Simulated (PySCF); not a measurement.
C4H5F.
InChI=1S/C4H5F/c5-4-2-1-3-4/h2H,1,3H2

The closed-shell ground state was solved at several levels (PySCF, density fitting, gas phase, non-relativistic). Isolated species at its PBE0-D3(BJ)/def2-SVP geometry, gas phase.

```csv
level,basis functions,HOMO (eV),LUMO (eV),gap (eV),dipole (D)
PBE0/pcSseg-2,250,-7.09,0.58,7.67,1.47
B3LYP/pcJ-1,185,-6.85,0.44,7.29,1.43
PBE0/pcSseg-1,110,-7.09,0.69,7.78,1.43
```

Task: Estimate the row for wB97X-D/def2-SVPD, a basis of 143 functions; the other rows only guide the guess.

Result: HOMO -8.98 eV, LUMO 2.41 eV, gap 11.39 eV, dipole 1.55 D.

Task: Over all these levels, which gives the widest orbital gap and which the narrowest?

Result: wB97X-D/def2-SVPD (range-separated hybrid) has the widest, 11.39 eV, and B3LYP/pcJ-1 (global hybrid, 20 % exact exchange) the narrowest, 7.29 eV. Functional and basis both differ between the two, so the spread mixes both effects.

Task: How far do the dipole and the HOMO energy spread over the levels?

Result: The dipole runs from 1.43 to 1.55 D (mean 1.47 D) and the HOMO from -8.98 to -6.85 eV.
